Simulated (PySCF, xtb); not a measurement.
CH4S, SMILES CS.

GFN2-xTB run with xtb at its own geometry gives an orbital gap of 4.57 eV and a dipole moment of 2.34 D.

Geometry optimised at ωB97X-D3(BJ)/def2-TZVP.

**Question.** What does PySCF with M06-2X/def2-TZVPD give? (Estimate from the structure and the level; the computed values follow.)

**Answer.** gap 8.37 eV (levels -8.02 and 0.35 eV), dipole 1.55 D.
